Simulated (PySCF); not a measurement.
A PySCF script (with the pyscf-properties extension) for the NMR shieldings of SMILES P1(N)[C@H](CC)C1, C4H10NP, on a GFN2-xTB geometry:

```python
import basis_set_exchange as bse
import numpy as np
from pyscf import gto, dft
from pyscf.prop import nmr

atoms = """
C    -1.683434   -1.292294   -0.743910
C    -1.428628    0.107273   -0.197421
C    -0.065446    0.208925    0.440608
C     0.566708    1.559184    0.623229
P     1.413679    0.507356   -0.637361
N     2.593109   -0.193569    0.416976
H    -2.654023   -1.346511   -1.230680
H    -1.657436   -2.025847    0.059043
H    -0.914362   -1.550600   -1.469583
H    -2.194422    0.358871    0.543396
H    -1.498834    0.834517   -1.010206
H     0.113707   -0.503388    1.240434
H     0.017668    2.414498    0.251495
H     1.112626    1.741863    1.538616
H     3.461630    0.332756    0.390973
H     2.809859   -1.144089    0.132028
"""
names = dict.fromkeys(["C", "P", "N", "H"], "pcSseg-1")
basis = {el: gto.basis.parse(bse.get_basis(n, elements=[el], fmt="nwchem")) for el, n in names.items()}
mol = gto.M(atom=atoms, basis=basis, charge=0, verbose=0)
mf = dft.RKS(mol, xc="PBE0")
mf.grids.level = 2
mf.grids.alignment = dft.numint.BLKSIZE   # the property module wants whole blocks of grid points
mf.conv_tol = 1e-9
mf.kernel()

calc = nmr.RKS(mf)   # GIAO
C = mf.mo_coeff
Co = C[:, mf.mo_occ > 0]
resp = mf.gen_response(singlet=True, hermi=2)
def vind(x):   # induced exchange potential for any number of trial vectors
    d = np.einsum("pi,xij,qj->xpq", C, 2 * x.reshape(-1, C.shape[1], Co.shape[1]), Co, optimize=True)
    return np.einsum("xpq,pi,qj->xij", resp(d - d.transpose(0, 2, 1)), C, Co, optimize=True).ravel()
mo1, _ = nmr.rhf.solve_mo1(calc, with_cphf=vind)
sigma = calc.kernel(mo1)
for i, s in enumerate(sigma):   # ppm
    w = np.linalg.eigvalsh((s + s.T) / 2)
    print("%2d %-2s iso %8.1f  s11 %8.1f  s22 %8.1f  s33 %8.1f" % (i, mol.atom_pure_symbol(i), w.mean(), *w))
```

**Question.** Give the expected output.

**Answer.** 
```
 0 C  iso    169.6  s11    157.0  s22    164.0  s33    187.7
 1 C  iso    158.2  s11    144.9  s22    155.9  s33    173.8
 2 C  iso    149.0  s11    103.2  s22    144.5  s33    199.2
 3 C  iso    161.9  s11    129.9  s22    155.6  s33    200.2
 4 P  iso    480.3  s11    229.5  s22    255.5  s33    955.8
 5 N  iso    239.0  s11    200.2  s22    246.3  s33    270.4
 6 H  iso     30.5  s11     25.9  s22     27.3  s33     38.5
 7 H  iso     30.5  s11     26.6  s22     28.5  s33     36.3
 8 H  iso     30.3  s11     25.2  s22     30.5  s33     35.1
 9 H  iso     29.7  s11     23.7  s22     28.8  s33     36.5
10 H  iso     31.4  s11     26.1  s22     30.9  s33     37.3
11 H  iso     30.3  s11     24.4  s22     29.6  s33     37.0
12 H  iso     31.1  s11     25.4  s22     27.6  s33     40.4
13 H  iso     30.3  s11     25.0  s22     26.6  s33     39.4
14 H  iso     31.8  s11     23.4  s22     28.5  s33     43.4
15 H  iso     31.7  s11     23.4  s22     29.1  s33     42.7
```

These numbers come from an equivalent density-fitted implementation of the same equations, which agrees with the script to about 0.01 ppm for H and up to a few tenths of a ppm for heavy atoms, so last digits may differ.

Size and cost of the density-fitted run: 159 basis functions, 18 s wall time on 1 thread of an Arm Neoverse V2, shared host.
